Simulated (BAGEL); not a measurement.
# C3H2FO− (SMILES [O-]C1=C(F)C1) at B3LYP/cc-pVDZ (density fitting with qzvpp-jkfit)

Aim: the energy change on altering one bond length of C3H2FO− at B3LYP/cc-pVDZ (density fitting with qzvpp-jkfit), from 2 runs. 

The calculation is run with BAGEL 1.2.2.

1 further run of the same task is left out (set aside as unsound or not needed).

## Step 1: The molecule

C3H2FO−: 7 atoms, total charge -1, spin state singlet. As SMILES, `[O-]C1=C(F)C1`. Geometry: relaxed at GFN2-xTB.

Bond lengths: O1–C2 1.237 Å, C2–C3 1.325 Å, C3–F4 1.405 Å, C2–C5 1.558 Å, C3–C5 1.488 Å, C5–H6 1.096 Å, C5–H7 1.098 Å. Some angles: O1–C2–C3 155.8°, O1–C2–C5 141.0°, C3–C2–C5 61.5°, C2–C3–F4 143.1°, C2–C3–C5 67.0°, F4–C3–C5 132.6°, C2–C5–C3 51.5°, C2–C5–H6 124.5°, C2–C5–H7 116.6°, C3–C5–H6 118.6°.

## Step 2: The energy at B3LYP/cc-pVDZ (density fitting with qzvpp-jkfit)

input.json

```json
{ "bagel": [

{
  "title": "molecule",
  "basis": "cc-pvdz.json",
  "df_basis": "qzvpp-jkfit",
  "angstrom": true,
  "geometry": [
    { "atom": "O", "xyz": [      -0.088150,      -1.939680,       0.917820 ] },
    { "atom": "C", "xyz": [      -0.179940,      -0.866720,       0.308840 ] },
    { "atom": "C", "xyz": [      -0.805360,       0.110490,      -0.330910 ] },
    { "atom": "F", "xyz": [      -1.518170,       0.408720,      -1.504210 ] },
    { "atom": "C", "xyz": [       0.544100,       0.504660,       0.155550 ] },
    { "atom": "H", "xyz": [       0.617470,       1.259410,       0.946190 ] },
    { "atom": "H", "xyz": [       1.430040,       0.523130,      -0.493280 ] }
  ]
},

{
  "title": "ks",
  "xc_func": "b3lyp",
  "charge": -1
},

{
  "title": "print",
  "file": "orbitals.molden",
  "orbitals": true
}

]}
```

The basis set cc-pVDZ is read from a file made from the Basis Set Exchange's data (not shown).

Started as:

```bash
$ BAGEL_NUM_THREADS=1 BAGEL input.json > input.out
```

Output:

```text
* using 1 threads per process

  ===============================================================
  ===============================================================

  *** Geometry ***

  { "atom" : "O", "xyz" : [     -0.166579,     -3.665464,      1.734428 ] },
  { "atom" : "C", "xyz" : [     -0.340037,     -1.637863,      0.583623 ] },
  { "atom" : "C", "xyz" : [     -1.521910,      0.208796,     -0.625329 ] },
  { "atom" : "F", "xyz" : [     -2.868926,      0.772369,     -2.842545 ] },
  { "atom" : "C", "xyz" : [      1.028200,      0.953669,      0.293947 ] },
  { "atom" : "H", "xyz" : [      1.166849,      2.379940,      1.788040 ] },
  { "atom" : "H", "xyz" : [      2.702384,      0.988572,     -0.932164 ] },

  Number of auxiliary basis functions:      415

  Since a DF basis is specified, we compute 2- and 3-index integrals:
    o Being stored without compression. Storage requirement is 0.021 GB

  Number of basis functions:       80
  Number of electrons      :       37

    * METHOD: MOLECULE                             0.27

  *** Kohn-Sham DFT ***

    * Removing 12646 points whose weight is below 1.00e-10
    * Grid points: 91696

  === Nuclear Repulsion ===
   149.4653144007

       - DIIS with orbital gradients will be used.

  === KS iteration (b3lyp / cc-pvdz.json) ===
      0       -258.50321540          0.13089552           0.40
      1       -203.03397352          0.25224994           0.38
      2       -258.16332354          0.14820838           0.38
      3       -276.32626959          0.15796615           0.38
      4       -289.10185808          0.04821158           0.38
      5       -285.73023684          0.08739992           0.39
      6       -290.18098938          0.02570958           0.38
      7       -290.40704945          0.01244289           0.38
      8       -290.49483251          0.00523189           0.38
      9       -290.50935575          0.00199269           0.38
     10       -290.51129825          0.00059602           0.38
     11       -290.51146816          0.00015240           0.38
     12       -290.51147695          0.00006597           0.38
     13       -290.51147905          0.00001964           0.38
     14       -290.51147893          0.00002289           0.38
     15       -290.51147927          0.00000512           0.38
     16       -290.51147929          0.00000174           0.38
     17       -290.51147929          0.00000064           0.38
     18       -290.51147929          0.00000026           0.38
     19       -290.51147929          0.00000015           0.38
     20       -290.51147929          0.00000013           0.39
     21       -290.51147929          0.00000005           0.38
     22       -290.51147929          0.00000001           0.38
     23       -290.51147929          0.00000000           0.38
    * SCF iteration converged.

    * Permanent dipole moment:
           (    0.072521,    -0.599424,     0.588036) a.u.

    * METHOD: KS                                   9.94

    * METHOD: PRINT                                0.03

  ===============================================================
```

It took 11 s on 1 thread of Arm Neoverse N1, shared host; peak memory 0.35 GiB.

## Step 3: The distorted shape, same level

input.json

```json
{ "bagel": [

{
  "title": "molecule",
  "basis": "cc-pvdz.json",
  "df_basis": "qzvpp-jkfit",
  "angstrom": true,
  "geometry": [
    { "atom": "O", "xyz": [   -0.099153,   -2.052867,    0.799250 ] },
    { "atom": "C", "xyz": [   -0.190943,   -0.979907,    0.190270 ] },
    { "atom": "C", "xyz": [   -0.816363,   -0.002697,   -0.449480 ] },
    { "atom": "F", "xyz": [   -1.529173,    0.295533,   -1.622780 ] },
    { "atom": "C", "xyz": [    0.533097,    0.391473,    0.036980 ] },
    { "atom": "H", "xyz": [    0.617470,    1.259410,    0.946190 ] },
    { "atom": "H", "xyz": [    1.419037,    0.409943,   -0.611850 ] }
  ]
},
{
  "title": "ks",
  "xc_func": "b3lyp",
  "charge": -1
},
{
  "title": "print",
  "file": "orbitals.molden",
  "orbitals": true
}

]}
```

The basis set cc-pVDZ is read from a file made from the Basis Set Exchange's data (not shown).

Started as:

```bash
$ BAGEL_NUM_THREADS=1 BAGEL input.json > input.out
```

Output:

```text
* using 1 threads per process

  ===============================================================
  ===============================================================

  *** Geometry ***

  { "atom" : "O", "xyz" : [     -0.187372,     -3.879356,      1.510364 ] },
  { "atom" : "C", "xyz" : [     -0.360830,     -1.851756,      0.359558 ] },
  { "atom" : "C", "xyz" : [     -1.542702,     -0.005097,     -0.849394 ] },
  { "atom" : "F", "xyz" : [     -2.889718,      0.558476,     -3.066610 ] },
  { "atom" : "C", "xyz" : [      1.007407,      0.739777,      0.069882 ] },
  { "atom" : "H", "xyz" : [      1.166849,      2.379940,      1.788040 ] },
  { "atom" : "H", "xyz" : [      2.681591,      0.774680,     -1.156229 ] },

  Number of auxiliary basis functions:      415

  Since a DF basis is specified, we compute 2- and 3-index integrals:
    o Being stored without compression. Storage requirement is 0.021 GB

  Number of basis functions:       80
  Number of electrons      :       37

    * METHOD: MOLECULE                             0.27

  *** Kohn-Sham DFT ***

    * Removing 12439 points whose weight is below 1.00e-10
    * Grid points: 91903

  === Nuclear Repulsion ===
   148.8156472593

       - DIIS with orbital gradients will be used.

  === KS iteration (b3lyp / cc-pvdz.json) ===
      0       -258.56682040          0.12994909           0.40
      1       -203.79418249          0.24915619           0.38
      2       -258.48019022          0.14714314           0.38
      3       -277.03863720          0.15305713           0.38
      4       -288.91164351          0.05076333           0.38
      5       -285.92070244          0.08720485           0.38
      6       -290.14443631          0.02679280           0.38
      7       -290.38638558          0.01308651           0.38
      8       -290.48688901          0.00536056           0.38
      9       -290.50172151          0.00219668           0.39
     10       -290.50403260          0.00069480           0.38
     11       -290.50426395          0.00015958           0.38
     12       -290.50427528          0.00006613           0.38
     13       -290.50427723          0.00002004           0.38
     14       -290.50427742          0.00000983           0.38
     15       -290.50427746          0.00000617           0.38
     16       -290.50427749          0.00000182           0.38
     17       -290.50427749          0.00000051           0.38
     18       -290.50427749          0.00000017           0.38
     19       -290.50427749          0.00000004           0.38
     20       -290.50427749          0.00000002           0.38
     21       -290.50427749          0.00000002           0.38
     22       -290.50427749          0.00000001           0.38
    * SCF iteration converged.

    * Permanent dipole moment:
           (    0.128807,    -0.460464,     0.711257) a.u.

    * METHOD: KS                                   9.52

    * METHOD: PRINT                                0.03

  ===============================================================
```

It took 10 s on 1 thread of Arm Neoverse N1, shared host; peak memory 0.35 GiB.

## Step 4: Results

At B3LYP/cc-pVDZ (density fitting with qzvpp-jkfit):

```
                                                              quantity          value
                                             first shape: total energy  -290.51148 Eh
                                              first shape: HOMO energy        0.88 eV
                                              first shape: LUMO energy        6.53 eV
    first shape: HOMO–LUMO gap (to an unbound level, set by the basis)        5.64 eV
                                         distorted shape: total energy  -290.50428 Eh
                                          distorted shape: HOMO energy        0.73 eV
                                          distorted shape: LUMO energy        6.32 eV
distorted shape: HOMO–LUMO gap (to an unbound level, set by the basis)        5.58 eV
     energy change with the C5–H6 bond stretched from 1.096 to 1.260 Å       0.196 eV
```

In words: With the C5–H6 bond stretched from 1.096 to 1.260 Å the energy rises by 0.20 eV (4.5 kcal/mol). The first shape isn't relaxed at this level, so the change isn't measured from a minimum. The HOMO (first shape) lies at positive energy, 0.88 eV; only total energies tell whether the electron is bound. The HOMO (distorted shape) lies at positive energy, 0.73 eV; only total energies tell whether the electron is bound.
